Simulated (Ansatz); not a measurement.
# C2H2N2O: up Jacob's ladder to CCSD(T)

Aim: compute C2H2N2O with functionals from several rungs and with coupled cluster. The yardstick is the atomisation energy at the CCSD(T) limit.

Method: functionals in def2-TZVPP, the program's frozen cores in correlated methods; program: Ansatz 0.2.0, Gaussian basis.

The runs, in order: LDA (SPW92), PBE-D4, revPBE-D4, BLYP-D4, r2SCAN-D4, B97M-V, PBE0-D4, B3LYP-D4, r2SCANh-D4, r2SCAN0-D4, HSE06-D4, BHLYP-D4, CAM-B3LYP-D4, LC-ωPBE, ωB97X-V, ωB97M-V, B2PLYP, PBE-QIDH; CCSD(T)/def2-SVP; CCSD(T)/def2-TZVPP; CCSD(T)/def2-QZVPP; extrapolation to the limit; RPA on PBE.

### Step 1. Structure used throughout

All runs share one geometry, relaxed beforehand with PBE0-D4 in a triple-zeta def2 set.

7 atoms, charge 0, spin multiplicity 1.

Atoms are counted from 1 here; the program's logs count them from 0.

Bond lengths: C1–N2 1.282 Å, C1–O5 1.348 Å, C1–H6 1.078 Å, N2–N3 1.386 Å, N3–C4 1.282 Å, C4–O5 1.348 Å, C4–H7 1.078 Å. Angles: N2–C1–O5 113.2°, N2–C1–H6 128.5°, O5–C1–H6 118.2°, C1–N2–N3 105.9°, N2–N3–C4 105.9°, N3–C4–O5 113.2°, N3–C4–H7 128.5°, O5–C4–H7 118.2°, C1–O5–C4 101.7°.

### Step 2. LDA

This LDA is Slater exchange with PW92 correlation.

The input, in.yaml:

```yaml
crystal:
  periodic: [false, false, false]
  atoms:
    - {symbol: C, position_ang: [-0.220075, 0.735777, 0.717496]}
    - {symbol: N, position_ang: [-1.096728, 0.696670, -0.216746]}
    - {symbol: N, position_ang: [-0.686383, -0.305269, -1.082046]}
    - {symbol: C, position_ang: [0.398735, -0.775004, -0.587349]}
    - {symbol: O, position_ang: [0.766435, -0.168247, 0.558276]}
    - {symbol: H, position_ang: [-0.185007, 1.382727, 1.578831]}
    - {symbol: H, position_ang: [1.023023, -1.566644, -0.968462]}
basis:
  gaussian: {orbitals: def2-TZVPP}
hamiltonian: {xc: lda}
output: {orbitals: {seedname: orbitals}}
```

Launch:

```
$ ansatz run in.yaml --threads 2 --pin off --events-out ev --progress --plain --max-ram 32768MiB --backend cpu
```

The runs that follow: PBE-D4 (GGA); revPBE-D4 (GGA); BLYP-D4 (GGA); r2SCAN-D4 (meta-GGA); B97M-V (meta-GGA); PBE0-D4 (hybrid); B3LYP-D4 (hybrid); r2SCANh-D4 (hybrid); r2SCAN0-D4 (hybrid); HSE06-D4 (hybrid); BHLYP-D4 (hybrid); CAM-B3LYP-D4 (range-separated); LC-ωPBE (range-separated); ωB97X-V (range-separated); ωB97M-V (range-separated); B2PLYP (double hybrid); PBE-QIDH (double hybrid); CCSD(T) in def2-SVP; CCSD(T) in def2-TZVPP; CCSD(T) in def2-QZVPP; RPA on PBE orbitals.

Q: Predict the results of all the runs planned. Wanted: atomisation energy, CCSD(T)/CBS; farthest beyond LDA; mean size of error, GGA; mean size of error, meta-GGA; mean size of error, hybrid; mean size of error, range-separated; mean size of error, double hybrid; gap, smallest and largest; T1 diagnostic.

**Answer**, as computed:

```
                               quantity                                      value
        atomisation energy, CCSD(T)/CBS                             734.6 kcal/mol
functionals within 3.7 kcal/mol (0.5 %)                           B2PLYP, PBE-QIDH
                    farthest beyond LDA                    PBE-D4 (+52.8 kcal/mol)
                mean size of error, GGA                              32.8 kcal/mol
           mean size of error, meta-GGA                               5.4 kcal/mol
             mean size of error, hybrid                              18.0 kcal/mol
    mean size of error, range-separated                               9.9 kcal/mol
      mean size of error, double hybrid                               1.6 kcal/mol
              gap, smallest and largest  4.82 eV (LDA (SPW92)), 13.07 eV (LC-ωPBE)
                          T1 diagnostic                                     0.0146
triples share of the correlation energy                                      4.9 %
```

**Reading.** LDA overbinds by 165.8 kcal/mol (23 %). PBE-D4 misses by +52.8 kcal/mol. Double hybrids carry the basis error of their MP2 part in triple zeta, and no dispersion term here, so their miss is partly the set-up's. Taken by rung, double hybrid functionals do best (1.6 kcal/mol on average) and GGA ones worst beyond LDA (32.8 kcal/mol). Misses under about 3.7 kcal/mol are within the doubt on the reference itself, which lacks core-valence correlation, relativity and higher excitations. Hartree-Fock recovers 61 % of the binding; the rest is correlation. CCSD(T) in def2-SVP is off by -45.6 kcal/mol, worse than the median functional, from the basis alone. The gap grows from 4.8 to 13.1 eV across the functionals, mostly with the share of exact exchange.
